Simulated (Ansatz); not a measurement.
Mulliken charges of `B[SiH2]N` from PBE/def2-TZVPP in Ansatz (PBE0-D4/def2-TZVP geometry).

| atom | x (Å) | y (Å) | z (Å) | charge (e) |
| --- | --- | --- | --- | --- |
| B1 | -1.027 | 0.735 | -1.035 | -0.035 |
| Si2 | 0.596 | 0.206 | 0.010 | 0.240 |
| N3 | 0.333 | -1.239 | 0.914 | -0.389 |
| H4 | -2.123 | 0.324 | -0.784 | 0.031 |
| H5 | -0.939 | 1.540 | -1.916 | 0.033 |
| H6 | 0.923 | 1.429 | 0.825 | -0.098 |
| H7 | 1.789 | -0.018 | -0.855 | -0.070 |
| H8 | 1.084 | -1.654 | 1.441 | 0.142 |
| H9 | -0.548 | -1.370 | 1.383 | 0.146 |

Problem. By hand: the dipole of these point charges (1 e Å = 4.8032 D).

Solution. Σ q r = (-0.189, -0.007, -0.019) e Å, of length 0.190 e Å = 0.91 D.

Problem. How does the dipole of the full density compare? (An estimate is asked.)

Solution. Ansatz gave: (-0.053, -0.127, 0.218) e Å, 1.24 D; the point charges give 0.73 times that, at 82° from its direction.

Point charges leave out the atoms' own dipoles, such as those of lone pairs, and Mulliken's split depends on the basis, so the two needn't agree.
